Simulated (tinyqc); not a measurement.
Worked calculation (part 1 of 3): UHF in the sto-6g basis, for CH+, spin multiplicity 1. Computed by tinyqc, a small Python program that keeps every step (integrals from PySCF). Settings: charge = 1, multiplicity = 1, basis = sto-6g, energy threshold = 1e-08, iteration cap = 51, orthogonalisation = symmetric, start = core, DIIS depth = 3, DIIS from iteration = 2, method = UHF, break = 0.2. Command: `OMP_NUM_THREADS=1 python tinyqc.py 25450 25451 out.jsonl` (the two numbers bound the seeds that draw the settings). One thread of a shared host (Intel(R) Xeon(R) Processor @ 2.60GHz), about 0.1 s of CPU time with the checks. Later iterations appear only in the table of the cycle.

## One-electron integrals

Geometry (angstrom):
```
atom       x       y       z
C     0.0000  0.0000  0.0000
H     0.0000  0.0000  1.0070
```

Basis sto-6g: exponents (1/bohr^2) and contraction coefficients of normalised primitives:
```
element  l (shell)  exponent  coefficient
C            s (1)  742.7370       0.0092
C            s (1)  136.1800       0.0494
C            s (1)   38.0983       0.1685
C            s (1)   13.0878       0.3706
C            s (1)    5.0824       0.4165
C            s (1)    2.0932       0.1303
C            s (2)   30.4972      -0.0133
C            s (2)    6.0362      -0.0470
C            s (2)    1.8760      -0.0338
C            s (2)    0.7218       0.2502
C            s (2)    0.3135       0.5951
C            s (2)    0.1437       0.2407
C            p (3)   30.4972       0.0038
C            p (3)    6.0362       0.0377
C            p (3)    1.8760       0.1739
C            p (3)    0.7218       0.4180
C            p (3)    0.3135       0.4259
C            p (3)    0.1437       0.1017
H            s (1)   35.5232       0.0092
H            s (1)    6.5131       0.0494
H            s (1)    1.8221       0.1685
H            s (1)    0.6260       0.3706
H            s (1)    0.2431       0.4165
H            s (1)    0.1001       0.1303
```

Overlap, kinetic and nuclear-attraction integrals over the contracted functions; the nuclear repulsion is the sum of Za Zb / Rab.

nuclear repulsion = 3.152992 hartree

overlap S, order 1C 1s, 1C 2s, 1C 2px, 1C 2py, 1C 2pz, 2H 1s:
$$\begin{pmatrix}
1.0000 & 0.2432 & 0.0000 & 0.0000 & 0.0000 & 0.0779 \\
0.2432 & 1.0000 & 0.0000 & 0.0000 & 0.0000 & 0.5400 \\
0.0000 & 0.0000 & 1.0000 & 0.0000 & 0.0000 & 0.0000 \\
0.0000 & 0.0000 & 0.0000 & 1.0000 & 0.0000 & 0.0000 \\
0.0000 & 0.0000 & 0.0000 & 0.0000 & 1.0000 & 0.4937 \\
0.0779 & 0.5400 & 0.0000 & 0.0000 & 0.4937 & 1.0000
\end{pmatrix}$$

kinetic energy T (hartree), order 1C 1s, 1C 2s, 1C 2px, 1C 2py, 1C 2pz, 2H 1s:
$$\begin{pmatrix}
16.0686 & -0.4928 & 0.0000 & 0.0000 & 0.0000 & -0.0043 \\
-0.4928 & 0.4924 & 0.0000 & 0.0000 & 0.0000 & 0.1362 \\
0.0000 & 0.0000 & 1.4792 & 0.0000 & 0.0000 & 0.0000 \\
0.0000 & 0.0000 & 0.0000 & 1.4792 & 0.0000 & 0.0000 \\
0.0000 & 0.0000 & 0.0000 & 0.0000 & 1.4792 & 0.3122 \\
-0.0043 & 0.1362 & 0.0000 & 0.0000 & 0.3122 & 0.7685
\end{pmatrix}$$

nuclear attraction V (hartree), order 1C 1s, 1C 2s, 1C 2px, 1C 2py, 1C 2pz, 2H 1s:
$$\begin{pmatrix}
-34.5335 & -3.7462 & 0.0000 & 0.0000 & -0.0209 & -1.3664 \\
-3.7462 & -5.6643 & 0.0000 & 0.0000 & -0.1928 & -2.7223 \\
0.0000 & 0.0000 & -5.6154 & 0.0000 & 0.0000 & 0.0000 \\
0.0000 & 0.0000 & 0.0000 & -5.6154 & 0.0000 & 0.0000 \\
-0.0209 & -0.1928 & 0.0000 & 0.0000 & -5.7615 & -2.3759 \\
-1.3664 & -2.7223 & 0.0000 & 0.0000 & -2.3759 & -4.2981
\end{pmatrix}$$

core Hamiltonian H = T + V (hartree), order 1C 1s, 1C 2s, 1C 2px, 1C 2py, 1C 2pz, 2H 1s:
$$\begin{pmatrix}
-18.4648 & -4.2390 & 0.0000 & 0.0000 & -0.0209 & -1.3707 \\
-4.2390 & -5.1719 & 0.0000 & 0.0000 & -0.1928 & -2.5861 \\
0.0000 & 0.0000 & -4.1362 & 0.0000 & 0.0000 & 0.0000 \\
0.0000 & 0.0000 & 0.0000 & -4.1362 & 0.0000 & 0.0000 \\
-0.0209 & -0.1928 & 0.0000 & 0.0000 & -4.2823 & -2.0637 \\
-1.3707 & -2.5861 & 0.0000 & 0.0000 & -2.0637 & -3.5296
\end{pmatrix}$$

## Two-electron integrals

Functions are numbered as in S; the eight-fold symmetry (ij|kl) = (ji|kl) = (kl|ij) leaves the list below.

Two-electron integrals (ij|kl) in chemists' order, unique and non-zero (hartree):
```
(11|11) 3.5437   (21|11) 0.5295   (21|21) 0.1003   (22|11) 0.8536
(22|21) 0.1999   (22|22) 0.6248   (31|31) 0.0213   (32|31) 0.0319
(32|32) 0.1381   (33|11) 0.8536   (33|21) 0.1999   (33|22) 0.6248
(33|33) 0.6732   (41|41) 0.0213   (42|41) 0.0319   (42|42) 0.1381
(43|43) 0.0363   (44|11) 0.8536   (44|21) 0.1999   (44|22) 0.6248
(44|33) 0.6007   (44|44) 0.6732   (51|51) 0.0213   (52|51) 0.0319
(52|52) 0.1381   (53|53) 0.0363   (54|54) 0.0363   (55|11) 0.8536
(55|21) 0.1999   (55|22) 0.6248   (55|33) 0.6007   (55|44) 0.6007
(55|55) 0.6732   (61|11) 0.1797   (61|21) 0.0327   (61|22) 0.0639
(61|33) 0.0637   (61|44) 0.0637   (61|51) 0.0021   (61|52) 0.0041
(61|55) 0.0644   (61|61) 0.0110   (62|11) 0.3771   (62|21) 0.0894
(62|22) 0.3013   (62|33) 0.2947   (62|44) 0.2947   (62|51) 0.0090
(62|52) 0.0566   (62|55) 0.3145   (62|61) 0.0299   (62|62) 0.1820
(63|31) 0.0103   (63|32) 0.0504   (63|53) 0.0114   (63|63) 0.0241
(64|41) 0.0103   (64|42) 0.0504   (64|54) 0.0114   (64|64) 0.0241
(65|11) 0.3025   (65|21) 0.0728   (65|22) 0.2600   (65|33) 0.2469
(65|44) 0.2469   (65|51) 0.0167   (65|52) 0.0962   (65|55) 0.2863
(65|61) 0.0257   (65|62) 0.1870   (65|65) 0.2129   (66|11) 0.5086
(66|21) 0.1228   (66|22) 0.4644   (66|33) 0.4399   (66|44) 0.4399
(66|51) 0.0170   (66|52) 0.1371   (66|55) 0.5134   (66|61) 0.0421
(66|62) 0.3404   (66|65) 0.3887   (66|66) 0.7750
```

## Orthogonalisation

S = U s U^T; symmetric (Loewdin) form X = U s^(-1/2) U^T, so that X^T S X = 1.

eigenvalues of S: [0.2608, 0.8218, 1.0000, 1.0000, 1.1409, 1.7765]

X, order 1C 1s, 1C 2s, 1C 2px, 1C 2py, 1C 2pz, 2H 1s:
$$\begin{pmatrix}
1.0245 & -0.1400 & 0.0000 & 0.0000 & -0.0123 & 0.0239 \\
-0.1400 & 1.2182 & 0.0000 & 0.0000 & 0.1753 & -0.4392 \\
0.0000 & 0.0000 & 1.0000 & 0.0000 & 0.0000 & 0.0000 \\
0.0000 & 0.0000 & 0.0000 & 1.0000 & 0.0000 & 0.0000 \\
-0.0123 & 0.1753 & 0.0000 & 0.0000 & 1.1577 & -0.3960 \\
0.0239 & -0.4392 & 0.0000 & 0.0000 & -0.3960 & 1.3475
\end{pmatrix}$$

## Starting guess

The start is the orbitals of the core Hamiltonian, with HOMO and LUMO mixed by +/-0.2 rad for the two spins; D(s) = C_occ C_occ^T for each spin.

D(alpha) at the start, order 1C 1s, 1C 2s, 1C 2px, 1C 2py, 1C 2pz, 2H 1s:
$$\begin{pmatrix}
1.0668 & -0.2901 & -0.0074 & 0.0236 & -0.0364 & 0.0517 \\
-0.2901 & 1.2476 & 0.0319 & -0.1014 & 0.2144 & -0.2104 \\
-0.0074 & 0.0319 & 0.0036 & -0.0113 & -0.0501 & 0.0041 \\
0.0236 & -0.1014 & -0.0113 & 0.0359 & 0.1591 & -0.0130 \\
-0.0364 & 0.2144 & -0.0501 & 0.1591 & 1.1634 & -0.2280 \\
0.0517 & -0.2104 & 0.0041 & -0.0130 & -0.2280 & 0.0682
\end{pmatrix}$$

D(beta) at the start, order 1C 1s, 1C 2s, 1C 2px, 1C 2py, 1C 2pz, 2H 1s:
$$\begin{pmatrix}
1.0668 & -0.2901 & 0.0074 & -0.0236 & -0.0364 & 0.0517 \\
-0.2901 & 1.2476 & -0.0319 & 0.1014 & 0.2144 & -0.2104 \\
0.0074 & -0.0319 & 0.0036 & -0.0113 & 0.0501 & -0.0041 \\
-0.0236 & 0.1014 & -0.0113 & 0.0359 & -0.1591 & 0.0130 \\
-0.0364 & 0.2144 & 0.0501 & -0.1591 & 1.1634 & -0.2280 \\
0.0517 & -0.2104 & -0.0041 & 0.0130 & -0.2280 & 0.0682
\end{pmatrix}$$

## Iteration 1: building the Fock matrix

J_ij = sum D_kl (ij|kl) with D = D(alpha) + D(beta), K_ij = sum D_kl (ik|jl) for each spin; F = H + J - K(s); E = tr D H + tr D J / 2 - 0.5 sum_s tr D(s) K(s) + E_nn.

Coulomb J (hartree), order 1C 1s, 1C 2s, 1C 2px, 1C 2py, 1C 2pz, 2H 1s:
$$\begin{pmatrix}
10.6430 & 1.8750 & 0.0000 & 0.0000 & 0.0042 & 0.6224 \\
1.8750 & 4.2373 & 0.0000 & 0.0000 & -0.0020 & 1.9841 \\
0.0000 & 0.0000 & 4.1938 & -0.0016 & 0.0000 & 0.0000 \\
0.0000 & 0.0000 & -0.0016 & 4.1985 & 0.0000 & 0.0000 \\
0.0042 & -0.0020 & 0.0000 & 0.0000 & 4.3197 & 1.6822 \\
0.6224 & 1.9841 & 0.0000 & 0.0000 & 1.6822 & 2.9192
\end{pmatrix}$$

exchange K(alpha) (hartree), order 1C 1s, 1C 2s, 1C 2px, 1C 2py, 1C 2pz, 2H 1s:
$$\begin{pmatrix}
3.6286 & 0.5639 & 0.0012 & -0.0038 & 0.0007 & 0.1984 \\
0.5639 & 0.8057 & 0.0240 & -0.0763 & 0.0119 & 0.3666 \\
0.0012 & 0.0240 & 0.1987 & -0.0072 & -0.0308 & -0.0006 \\
-0.0038 & -0.0763 & -0.0072 & 0.2193 & 0.0980 & 0.0018 \\
0.0007 & 0.0119 & -0.0308 & 0.0980 & 0.8064 & 0.2827 \\
0.1984 & 0.3666 & -0.0006 & 0.0018 & 0.2827 & 0.2851
\end{pmatrix}$$

exchange K(beta) (hartree), order 1C 1s, 1C 2s, 1C 2px, 1C 2py, 1C 2pz, 2H 1s:
$$\begin{pmatrix}
3.6286 & 0.5639 & -0.0012 & 0.0038 & 0.0007 & 0.1984 \\
0.5639 & 0.8057 & -0.0240 & 0.0763 & 0.0119 & 0.3666 \\
-0.0012 & -0.0240 & 0.1987 & -0.0072 & 0.0308 & 0.0006 \\
0.0038 & 0.0763 & -0.0072 & 0.2193 & -0.0980 & -0.0018 \\
0.0007 & 0.0119 & 0.0308 & -0.0980 & 0.8064 & 0.2827 \\
0.1984 & 0.3666 & 0.0006 & -0.0018 & 0.2827 & 0.2851
\end{pmatrix}$$

F(alpha) (hartree), order 1C 1s, 1C 2s, 1C 2px, 1C 2py, 1C 2pz, 2H 1s:
$$\begin{pmatrix}
-11.4503 & -2.9279 & -0.0012 & 0.0038 & -0.0175 & -0.9467 \\
-2.9279 & -1.7403 & -0.0240 & 0.0763 & -0.2067 & -0.9685 \\
-0.0012 & -0.0240 & -0.1411 & 0.0056 & 0.0308 & 0.0006 \\
0.0038 & 0.0763 & 0.0056 & -0.1570 & -0.0980 & -0.0018 \\
-0.0175 & -0.2067 & 0.0308 & -0.0980 & -0.7689 & -0.6642 \\
-0.9467 & -0.9685 & 0.0006 & -0.0018 & -0.6642 & -0.8954
\end{pmatrix}$$

F(beta) (hartree), order 1C 1s, 1C 2s, 1C 2px, 1C 2py, 1C 2pz, 2H 1s:
$$\begin{pmatrix}
-11.4503 & -2.9279 & 0.0012 & -0.0038 & -0.0175 & -0.9467 \\
-2.9279 & -1.7403 & 0.0240 & -0.0763 & -0.2067 & -0.9685 \\
0.0012 & 0.0240 & -0.1411 & 0.0056 & -0.0308 & -0.0006 \\
-0.0038 & -0.0763 & 0.0056 & -0.1570 & 0.0980 & 0.0018 \\
-0.0175 & -0.2067 & -0.0308 & 0.0980 & -0.7689 & -0.6642 \\
-0.9467 & -0.9685 & -0.0006 & 0.0018 & -0.6642 & -0.8954
\end{pmatrix}$$

total energy of this density = -37.293057 hartree

## Iteration 1: diagonalisation and new density

Diagonalise F' = X^T F X, C = X C', fill 3 alpha and 3 beta electrons from the bottom; D(s) = C_occ C_occ^T. Each column has its largest component positive (the first on a tie).

F' = X^T F X (alpha) (hartree):
$$\begin{pmatrix}
-11.2522 & -1.4209 & 0.0018 & -0.0056 & -0.0068 & -0.1960 \\
-1.4209 & -1.0698 & -0.0239 & 0.0761 & -0.0146 & -0.4586 \\
0.0018 & -0.0239 & -0.1411 & 0.0056 & 0.0313 & -0.0009 \\
-0.0056 & 0.0761 & 0.0056 & -0.1570 & -0.0994 & 0.0029 \\
-0.0068 & -0.0146 & 0.0313 & -0.0994 & -0.5627 & -0.4544 \\
-0.1960 & -0.4586 & -0.0009 & 0.0029 & -0.4544 & -0.3047
\end{pmatrix}$$

orbital energies (alpha) (hartree): MO1 -11.4527, MO2 -1.2038, MO3 -0.7196, MO4 -0.1393, MO5 -0.1324, MO6 0.1603

coefficients C (alpha), order 1C 1s, 1C 2s, 1C 2px, 1C 2py, 1C 2pz, 2H 1s:
$$\begin{pmatrix}
0.9960 & -0.2097 & 0.1501 & 0.0000 & -0.0468 & 0.0956 \\
0.0178 & 0.7292 & -0.6733 & 0.0000 & 0.2467 & -0.8252 \\
0.0001 & 0.0053 & -0.0663 & 0.9539 & -0.2913 & -0.0283 \\
-0.0004 & -0.0168 & 0.2106 & 0.3002 & 0.9258 & 0.0900 \\
0.0047 & 0.3756 & 0.6819 & 0.0000 & -0.0551 & -0.9586 \\
-0.0058 & 0.2582 & 0.2597 & 0.0000 & -0.1917 & 1.4125
\end{pmatrix}$$

F' = X^T F X (beta) (hartree):
$$\begin{pmatrix}
-11.2522 & -1.4209 & -0.0018 & 0.0056 & -0.0068 & -0.1960 \\
-1.4209 & -1.0698 & 0.0239 & -0.0761 & -0.0146 & -0.4586 \\
-0.0018 & 0.0239 & -0.1411 & 0.0056 & -0.0313 & 0.0009 \\
0.0056 & -0.0761 & 0.0056 & -0.1570 & 0.0994 & -0.0029 \\
-0.0068 & -0.0146 & -0.0313 & 0.0994 & -0.5627 & -0.4544 \\
-0.1960 & -0.4586 & 0.0009 & -0.0029 & -0.4544 & -0.3047
\end{pmatrix}$$

orbital energies (beta) (hartree): MO1 -11.4527, MO2 -1.2038, MO3 -0.7196, MO4 -0.1393, MO5 -0.1324, MO6 0.1603

coefficients C (beta), order 1C 1s, 1C 2s, 1C 2px, 1C 2py, 1C 2pz, 2H 1s:
$$\begin{pmatrix}
0.9960 & -0.2097 & 0.1501 & 0.0000 & 0.0468 & 0.0956 \\
0.0178 & 0.7292 & -0.6733 & 0.0000 & -0.2467 & -0.8252 \\
-0.0001 & -0.0053 & 0.0663 & 0.9539 & -0.2913 & 0.0283 \\
0.0004 & 0.0168 & -0.2106 & 0.3002 & 0.9258 & -0.0900 \\
0.0047 & 0.3756 & 0.6819 & 0.0000 & 0.0551 & -0.9586 \\
-0.0058 & 0.2582 & 0.2597 & 0.0000 & 0.1917 & 1.4125
\end{pmatrix}$$

D(alpha) after iteration 1, order 1C 1s, 1C 2s, 1C 2px, 1C 2py, 1C 2pz, 2H 1s:
$$\begin{pmatrix}
1.0585 & -0.2362 & -0.0109 & 0.0347 & 0.0283 & -0.0209 \\
-0.2362 & 0.9854 & 0.0485 & -0.1541 & -0.1852 & 0.0133 \\
-0.0109 & 0.0485 & 0.0044 & -0.0141 & -0.0432 & -0.0158 \\
0.0347 & -0.1541 & -0.0141 & 0.0447 & 0.1373 & 0.0504 \\
0.0283 & -0.1852 & -0.0432 & 0.1373 & 0.6060 & 0.2740 \\
-0.0209 & 0.0133 & -0.0158 & 0.0504 & 0.2740 & 0.1342
\end{pmatrix}$$

D(beta) after iteration 1, order 1C 1s, 1C 2s, 1C 2px, 1C 2py, 1C 2pz, 2H 1s:
$$\begin{pmatrix}
1.0585 & -0.2362 & 0.0109 & -0.0347 & 0.0283 & -0.0209 \\
-0.2362 & 0.9854 & -0.0485 & 0.1541 & -0.1852 & 0.0133 \\
0.0109 & -0.0485 & 0.0044 & -0.0141 & 0.0432 & 0.0158 \\
-0.0347 & 0.1541 & -0.0141 & 0.0447 & -0.1373 & -0.0504 \\
0.0283 & -0.1852 & 0.0432 & -0.1373 & 0.6060 & 0.2740 \\
-0.0209 & 0.0133 & 0.0158 & -0.0504 & 0.2740 & 0.1342
\end{pmatrix}$$

## Iteration 2: building the Fock matrix

As before.

Coulomb J (hartree), order 1C 1s, 1C 2s, 1C 2px, 1C 2py, 1C 2pz, 2H 1s:
$$\begin{pmatrix}
10.2759 & 1.7969 & 0.0000 & 0.0000 & 0.0020 & 0.5972 \\
1.7969 & 4.0886 & 0.0000 & 0.0000 & 0.0462 & 1.9807 \\
0.0000 & 0.0000 & 4.0363 & -0.0020 & 0.0000 & 0.0000 \\
0.0000 & 0.0000 & -0.0020 & 4.0421 & 0.0000 & 0.0000 \\
0.0020 & 0.0462 & 0.0000 & 0.0000 & 4.1875 & 1.7314 \\
0.5972 & 1.9807 & 0.0000 & 0.0000 & 1.7314 & 3.0905
\end{pmatrix}$$

exchange K(alpha) (hartree), order 1C 1s, 1C 2s, 1C 2px, 1C 2py, 1C 2pz, 2H 1s:
$$\begin{pmatrix}
3.6098 & 0.5541 & 0.0005 & -0.0016 & 0.0022 & 0.1940 \\
0.5541 & 0.7777 & 0.0290 & -0.0921 & 0.0054 & 0.4395 \\
0.0005 & 0.0290 & 0.1806 & -0.0089 & -0.0316 & -0.0026 \\
-0.0016 & -0.0921 & -0.0089 & 0.2062 & 0.1005 & 0.0082 \\
0.0022 & 0.0054 & -0.0316 & 0.1005 & 0.7406 & 0.4098 \\
0.1940 & 0.4395 & -0.0026 & 0.0082 & 0.4098 & 0.5635
\end{pmatrix}$$

exchange K(beta) (hartree), order 1C 1s, 1C 2s, 1C 2px, 1C 2py, 1C 2pz, 2H 1s:
$$\begin{pmatrix}
3.6098 & 0.5541 & -0.0005 & 0.0016 & 0.0022 & 0.1940 \\
0.5541 & 0.7777 & -0.0290 & 0.0921 & 0.0054 & 0.4395 \\
-0.0005 & -0.0290 & 0.1806 & -0.0089 & 0.0316 & 0.0026 \\
0.0016 & 0.0921 & -0.0089 & 0.2062 & -0.1005 & -0.0082 \\
0.0022 & 0.0054 & 0.0316 & -0.1005 & 0.7406 & 0.4098 \\
0.1940 & 0.4395 & 0.0026 & -0.0082 & 0.4098 & 0.5635
\end{pmatrix}$$

F(alpha) (hartree), order 1C 1s, 1C 2s, 1C 2px, 1C 2py, 1C 2pz, 2H 1s:
$$\begin{pmatrix}
-11.7987 & -2.9962 & -0.0005 & 0.0016 & -0.0211 & -0.9675 \\
-2.9962 & -1.8610 & -0.0290 & 0.0921 & -0.1521 & -1.0449 \\
-0.0005 & -0.0290 & -0.2805 & 0.0069 & 0.0316 & 0.0026 \\
0.0016 & 0.0921 & 0.0069 & -0.3003 & -0.1005 & -0.0082 \\
-0.0211 & -0.1521 & 0.0316 & -0.1005 & -0.8354 & -0.7421 \\
-0.9675 & -1.0449 & 0.0026 & -0.0082 & -0.7421 & -1.0026
\end{pmatrix}$$

F(beta) (hartree), order 1C 1s, 1C 2s, 1C 2px, 1C 2py, 1C 2pz, 2H 1s:
$$\begin{pmatrix}
-11.7987 & -2.9962 & 0.0005 & -0.0016 & -0.0211 & -0.9675 \\
-2.9962 & -1.8610 & 0.0290 & -0.0921 & -0.1521 & -1.0449 \\
0.0005 & 0.0290 & -0.2805 & 0.0069 & -0.0316 & -0.0026 \\
-0.0016 & -0.0921 & 0.0069 & -0.3003 & 0.1005 & 0.0082 \\
-0.0211 & -0.1521 & -0.0316 & 0.1005 & -0.8354 & -0.7421 \\
-0.9675 & -1.0449 & -0.0026 & 0.0082 & -0.7421 & -1.0026
\end{pmatrix}$$

total energy of this density = -37.794780 hartree

## Iteration 2: diagonalisation and new density

As before.

F' = X^T F X (alpha) (hartree):
$$\begin{pmatrix}
-11.6008 & -1.4367 & 0.0032 & -0.0102 & -0.0219 & -0.1915 \\
-1.4367 & -1.1404 & -0.0308 & 0.0980 & 0.0955 & -0.5298 \\
0.0032 & -0.0308 & -0.2805 & 0.0069 & 0.0305 & 0.0037 \\
-0.0102 & 0.0980 & 0.0069 & -0.3003 & -0.0969 & -0.0117 \\
-0.0219 & 0.0955 & 0.0305 & -0.0969 & -0.5679 & -0.5543 \\
-0.1915 & -0.5298 & 0.0037 & -0.0117 & -0.5543 & -0.3404
\end{pmatrix}$$

orbital energies (alpha) (hartree): MO1 -11.8005, MO2 -1.2963, MO3 -0.8735, MO4 -0.2783, MO5 -0.2666, MO6 0.2849

coefficients C (alpha), order 1C 1s, 1C 2s, 1C 2px, 1C 2py, 1C 2pz, 2H 1s:
$$\begin{pmatrix}
0.9965 & -0.2097 & 0.1404 & 0.0000 & -0.0437 & 0.1058 \\
0.0156 & 0.7153 & -0.6570 & 0.0000 & 0.2017 & -0.8620 \\
0.0001 & 0.0107 & -0.0717 & 0.9539 & -0.2912 & -0.0046 \\
-0.0002 & -0.0341 & 0.2278 & 0.3002 & 0.9256 & 0.0146 \\
0.0046 & 0.2894 & 0.6687 & 0.0000 & -0.1383 & -0.9889 \\
-0.0054 & 0.3210 & 0.3129 & 0.0000 & -0.0873 & 1.3991
\end{pmatrix}$$

F' = X^T F X (beta) (hartree):
$$\begin{pmatrix}
-11.6008 & -1.4367 & -0.0032 & 0.0102 & -0.0219 & -0.1915 \\
-1.4367 & -1.1404 & 0.0308 & -0.0980 & 0.0955 & -0.5298 \\
-0.0032 & 0.0308 & -0.2805 & 0.0069 & -0.0305 & -0.0037 \\
0.0102 & -0.0980 & 0.0069 & -0.3003 & 0.0969 & 0.0117 \\
-0.0219 & 0.0955 & -0.0305 & 0.0969 & -0.5679 & -0.5543 \\
-0.1915 & -0.5298 & -0.0037 & 0.0117 & -0.5543 & -0.3404
\end{pmatrix}$$

orbital energies (beta) (hartree): MO1 -11.8005, MO2 -1.2963, MO3 -0.8735, MO4 -0.2783, MO5 -0.2666, MO6 0.2849

coefficients C (beta), order 1C 1s, 1C 2s, 1C 2px, 1C 2py, 1C 2pz, 2H 1s:
$$\begin{pmatrix}
0.9965 & -0.2097 & 0.1404 & 0.0000 & 0.0437 & 0.1058 \\
0.0156 & 0.7153 & -0.6570 & 0.0000 & -0.2017 & -0.8620 \\
-0.0001 & -0.0107 & 0.0717 & 0.9539 & -0.2912 & 0.0046 \\
0.0002 & 0.0341 & -0.2278 & 0.3002 & 0.9256 & -0.0146 \\
0.0046 & 0.2894 & 0.6687 & 0.0000 & 0.1383 & -0.9889 \\
-0.0054 & 0.3210 & 0.3129 & 0.0000 & 0.0873 & 1.3991
\end{pmatrix}$$

D(alpha) after iteration 2, order 1C 1s, 1C 2s, 1C 2px, 1C 2py, 1C 2pz, 2H 1s:
$$\begin{pmatrix}
1.0568 & -0.2267 & -0.0122 & 0.0389 & 0.0378 & -0.0287 \\
-0.2267 & 0.9436 & 0.0548 & -0.1740 & -0.2323 & 0.0240 \\
-0.0122 & 0.0548 & 0.0053 & -0.0167 & -0.0448 & -0.0190 \\
0.0389 & -0.1740 & -0.0167 & 0.0530 & 0.1425 & 0.0603 \\
0.0378 & -0.2323 & -0.0448 & 0.1425 & 0.5309 & 0.3021 \\
-0.0287 & 0.0240 & -0.0190 & 0.0603 & 0.3021 & 0.2010
\end{pmatrix}$$

D(beta) after iteration 2, order 1C 1s, 1C 2s, 1C 2px, 1C 2py, 1C 2pz, 2H 1s:
$$\begin{pmatrix}
1.0568 & -0.2267 & 0.0122 & -0.0389 & 0.0378 & -0.0287 \\
-0.2267 & 0.9436 & -0.0548 & 0.1740 & -0.2323 & 0.0240 \\
0.0122 & -0.0548 & 0.0053 & -0.0167 & 0.0448 & 0.0190 \\
-0.0389 & 0.1740 & -0.0167 & 0.0530 & -0.1425 & -0.0603 \\
0.0378 & -0.2323 & 0.0448 & -0.1425 & 0.5309 & 0.3021 \\
-0.0287 & 0.0240 & 0.0190 & -0.0603 & 0.3021 & 0.2010
\end{pmatrix}$$

## Iteration 3: building the Fock matrix

As before.

Coulomb J (hartree), order 1C 1s, 1C 2s, 1C 2px, 1C 2py, 1C 2pz, 2H 1s:
$$\begin{pmatrix}
10.2122 & 1.7831 & 0.0000 & 0.0000 & 0.0013 & 0.5927 \\
1.7831 & 4.0608 & 0.0000 & 0.0000 & 0.0528 & 1.9788 \\
0.0000 & 0.0000 & 4.0067 & -0.0024 & 0.0000 & 0.0000 \\
0.0000 & 0.0000 & -0.0024 & 4.0136 & 0.0000 & 0.0000 \\
0.0013 & 0.0528 & 0.0000 & 0.0000 & 4.1620 & 1.7385 \\
0.5927 & 1.9788 & 0.0000 & 0.0000 & 1.7385 & 3.1208
\end{pmatrix}$$

exchange K(alpha) (hartree), order 1C 1s, 1C 2s, 1C 2px, 1C 2py, 1C 2pz, 2H 1s:
$$\begin{pmatrix}
3.6068 & 0.5526 & 0.0006 & -0.0018 & 0.0020 & 0.1934 \\
0.5526 & 0.7664 & 0.0324 & -0.1029 & -0.0015 & 0.4450 \\
0.0006 & 0.0324 & 0.1767 & -0.0106 & -0.0335 & -0.0024 \\
-0.0018 & -0.1029 & -0.0106 & 0.2071 & 0.1063 & 0.0076 \\
0.0020 & -0.0015 & -0.0335 & 0.1063 & 0.7173 & 0.4171 \\
0.1934 & 0.4450 & -0.0024 & 0.0076 & 0.4171 & 0.6038
\end{pmatrix}$$

exchange K(beta) (hartree), order 1C 1s, 1C 2s, 1C 2px, 1C 2py, 1C 2pz, 2H 1s:
$$\begin{pmatrix}
3.6068 & 0.5526 & -0.0006 & 0.0018 & 0.0020 & 0.1934 \\
0.5526 & 0.7664 & -0.0324 & 0.1029 & -0.0015 & 0.4450 \\
-0.0006 & -0.0324 & 0.1767 & -0.0106 & 0.0335 & 0.0024 \\
0.0018 & 0.1029 & -0.0106 & 0.2071 & -0.1063 & -0.0076 \\
0.0020 & -0.0015 & 0.0335 & -0.1063 & 0.7173 & 0.4171 \\
0.1934 & 0.4450 & 0.0024 & -0.0076 & 0.4171 & 0.6038
\end{pmatrix}$$

F(alpha) (hartree), order 1C 1s, 1C 2s, 1C 2px, 1C 2py, 1C 2pz, 2H 1s:
$$\begin{pmatrix}
-11.8595 & -3.0085 & -0.0006 & 0.0018 & -0.0217 & -0.9714 \\
-3.0085 & -1.8776 & -0.0324 & 0.1029 & -0.1385 & -1.0523 \\
-0.0006 & -0.0324 & -0.3062 & 0.0082 & 0.0335 & 0.0024 \\
0.0018 & 0.1029 & 0.0082 & -0.3297 & -0.1063 & -0.0076 \\
-0.0217 & -0.1385 & 0.0335 & -0.1063 & -0.8376 & -0.7423 \\
-0.9714 & -1.0523 & 0.0024 & -0.0076 & -0.7423 & -1.0126
\end{pmatrix}$$

F(beta) (hartree), order 1C 1s, 1C 2s, 1C 2px, 1C 2py, 1C 2pz, 2H 1s:
$$\begin{pmatrix}
-11.8595 & -3.0085 & 0.0006 & -0.0018 & -0.0217 & -0.9714 \\
-3.0085 & -1.8776 & 0.0324 & -0.1029 & -0.1385 & -1.0523 \\
0.0006 & 0.0324 & -0.3062 & 0.0082 & -0.0335 & -0.0024 \\
-0.0018 & -0.1029 & 0.0082 & -0.3297 & 0.1063 & 0.0076 \\
-0.0217 & -0.1385 & -0.0335 & 0.1063 & -0.8376 & -0.7423 \\
-0.9714 & -1.0523 & -0.0024 & 0.0076 & -0.7423 & -1.0126
\end{pmatrix}$$

total energy of this density = -37.808626 hartree
